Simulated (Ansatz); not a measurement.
# C4H11P (tert-butylphosphine) at B3LYP/6-31G(d) (Cartesian functions)

What is the vertical ionisation energy of C4H11P (tert-butylphosphine) at B3LYP/6-31G* (Cartesian functions)? 

The calculation is run with Ansatz 0.2.0.

54 further runs of the same task are left out: 54 set aside as unsound or not needed.

## (1) The molecule

C4H11P: 16 atoms, total charge 0, spin state singlet. SMILES: `CC(C)(C)P`. The shape is that of a PBE0-D4/def2-TZVP optimisation. This is one conformer, not always the lowest.

Bond lengths: C1–C2 1.523 Å, C2–C3 1.527 Å, C2–C4 1.527 Å, C2–P5 1.872 Å, C1–H6 1.092 Å, C1–H7 1.096 Å, C1–H8 1.092 Å, C3–H9 1.093 Å, C3–H10 1.093 Å, C3–H11 1.095 Å, C4–H12 1.093 Å, C4–H13 1.093 Å, C4–H14 1.095 Å, P5–H15 1.422 Å, P5–H16 1.422 Å. Some angles: C1–C2–C3 110.1°, C1–C2–C4 110.0°, C1–C2–P5 112.6°, C3–C2–C4 109.8°, C3–C2–P5 107.1°, C4–C2–P5 107.1°, C2–C1–H6 111.4°, C2–C1–H7 110.3°, C2–C1–H8 111.4°, C2–C3–H9 111.6°.

## (2) The energy at B3LYP/6-31G(d) (Cartesian functions)

Input file job.yaml:

```yaml
crystal:
  periodic: [false, false, false]
  atoms:
    - {symbol: C, position_ang: [-0.741780, 0.582300, -1.051100]}
    - {symbol: C, position_ang: [0.035910, -0.030370, 0.105610]}
    - {symbol: C, position_ang: [1.479480, 0.466250, 0.087120]}
    - {symbol: C, position_ang: [0.012170, -1.553500, 0.003740]}
    - {symbol: P, position_ang: [-0.680560, 0.421300, 1.774860]}
    - {symbol: H, position_ang: [-0.742250, 1.673450, -0.997130]}
    - {symbol: H, position_ang: [-0.290390, 0.293200, -2.007510]}
    - {symbol: H, position_ang: [-1.780850, 0.244920, -1.055490]}
    - {symbol: H, position_ang: [2.060940, 0.041070, 0.909040]}
    - {symbol: H, position_ang: [1.529020, 1.555730, 0.165270]}
    - {symbol: H, position_ang: [1.962690, 0.177600, -0.852030]}
    - {symbol: H, position_ang: [-1.010560, -1.939840, 0.019660]}
    - {symbol: H, position_ang: [0.562950, -2.019500, 0.824670]}
    - {symbol: H, position_ang: [0.474130, -1.873090, -0.936090]}
    - {symbol: H, position_ang: [-0.829160, 1.815640, 1.538880]}
    - {symbol: H, position_ang: [-2.041750, 0.144830, 1.470480]}
basis:
  gaussian:
    orbitals: "6-31G*"
hamiltonian:
  xc: {name: B3LYP}
accuracy: high
output:
  orbitals: {seedname: orbitals}
```

On the command line:

```
$ ansatz run job.yaml --threads 1 --pin off --max-ram 3480MiB --events-out events.jsonl --progress --plain --runs-dir runs
```

What it wrote:

```text
Warning: RAYON_NUM_THREADS=1 ignored (pool sized by the plan → 1); use --threads N
Functional definition: B3LYP
  name "B3LYP"
  parameter a0 = 0.2
  parameter ax = 0.72
  parameter ac = 0.81
  exchange = (1 - a0 - ax)*slater_x + ax*b88_x + a0*exact_x
  correlation = (1 - ac)*vwn_rpa_c + ac*lyp_c
2509 factors; integrals over basis functions are off by at most 4.0e-9 eV
mean field evaluation 1: about -13607.7934 eV, gradient 5.9e1 eV
mean field evaluation 2: about -13602.1318 eV, gradient 7.4e1 eV
mean field evaluation 4: about -13616.1948 eV, gradient 2.9e0 eV
mean field evaluation 8: about -13616.4691 eV, gradient 1.6e-1 eV
mean field evaluation 16: about -13616.4692 eV, gradient 2.3e-5 eV
mean field -13616.46919185 eV, -500.3960132263 hartree, gradient 4.1e-8 eV, S^2 0.000000; 0 other end points of the search recorded, 0 dependent functions left out
reference -13616.46923221 eV, -500.3960147093 hartree; 25, 25 occupied and 76, 76 virtual orbitals, 2509 factors
Total energy: -13616.46923221 eV, -500.3960147093 hartree
```

Wall time 14 s (1 thread of Arm Neoverse V1, shared host); peak memory 0.41 GiB.

## (3) The doublet cation at the same level

Input file input.yaml:

```yaml
basis:
  gaussian:
    orbitals: "6-31G*"
crystal:
  periodic: [false, false, false]
  atoms:
    - {symbol: C, position_ang: [-0.741780, 0.582300, -1.051100]}
    - {symbol: C, position_ang: [0.035910, -0.030370, 0.105610]}
    - {symbol: C, position_ang: [1.479480, 0.466250, 0.087120]}
    - {symbol: C, position_ang: [0.012170, -1.553500, 0.003740]}
    - {symbol: P, position_ang: [-0.680560, 0.421300, 1.774860]}
    - {symbol: H, position_ang: [-0.742250, 1.673450, -0.997130]}
    - {symbol: H, position_ang: [-0.290390, 0.293200, -2.007510]}
    - {symbol: H, position_ang: [-1.780850, 0.244920, -1.055490]}
    - {symbol: H, position_ang: [2.060940, 0.041070, 0.909040]}
    - {symbol: H, position_ang: [1.529020, 1.555730, 0.165270]}
    - {symbol: H, position_ang: [1.962690, 0.177600, -0.852030]}
    - {symbol: H, position_ang: [-1.010560, -1.939840, 0.019660]}
    - {symbol: H, position_ang: [0.562950, -2.019500, 0.824670]}
    - {symbol: H, position_ang: [0.474130, -1.873090, -0.936090]}
    - {symbol: H, position_ang: [-0.829160, 1.815640, 1.538880]}
    - {symbol: H, position_ang: [-2.041750, 0.144830, 1.470480]}
total_charge: 1
magnetization:
  spin_polarized: true
  initial_magnetization: 1
hamiltonian:
  xc: {name: B3LYP}
accuracy: high
output:
  orbitals: {seedname: orbitals}
```

On the command line:

```
$ ansatz run input.yaml --threads 1 --pin off --max-ram 3480MiB --events-out events.jsonl --progress --plain --runs-dir runs
```

What it wrote, cut to the lines that bear on the results:

```text
Warning: RAYON_NUM_THREADS=1 ignored (pool sized by the plan → 1); use --threads N
[... 7 set-up lines as earlier in the session ...]
2509 factors; integrals over basis functions are off by at most 4.0e-9 eV
mean field evaluation 1: about -13589.4609 eV, gradient 5.9e1 eV
mean field evaluation 2: about -13523.4070 eV, gradient 1.2e2 eV
mean field evaluation 4: about -13606.6677 eV, gradient 9.6e0 eV
mean field evaluation 8: about -13607.3675 eV, gradient 1.0e0 eV
mean field evaluation 16: about -13607.3791 eV, gradient 1.1e-3 eV
mean field evaluation 32: about -13606.3519 eV, gradient 5.0e0 eV
mean field -13607.37914193 eV, -500.0619600530 hartree, gradient 9.6e-8 eV, S^2 0.752767; 2 other end points of the search recorded, 0 dependent functions left out
reference -13607.37918099 eV, -500.0619614885 hartree; 25, 24 occupied and 76, 77 virtual orbitals, 2509 factors
Total energy: -13607.37918099 eV, -500.0619614885 hartree
```

Wall time 29 s (1 thread of Arm Neoverse V1, shared host); peak memory 0.59 GiB.

## (4) Outcome

Level: B3LYP/6-31G* (Cartesian functions).

| quantity | value |
| --- | --- |
| singlet C4H11P: total energy | -500.39601 Eh |
| singlet C4H11P: HOMO energy | -6.66 eV |
| singlet C4H11P: LUMO energy | 0.88 eV |
| singlet C4H11P: HOMO–LUMO gap | 7.54 eV |
| doublet cation: total energy | -500.06196 Eh |
| doublet cation: HOMO energy (highest over α and β) | -14.10 eV |
| doublet cation: LUMO energy (lowest over α and β) | -11.44 eV |
| doublet cation: ⟨S²⟩ | 0.753 |
| vertical ionisation energy (to the doublet cation) | 9.090 eV |

Removing an electron at fixed nuclei costs 9.09 eV (877 kJ/mol). The negative HOMO energy of the first species, 6.66 eV, lies 2.43 eV below that difference.
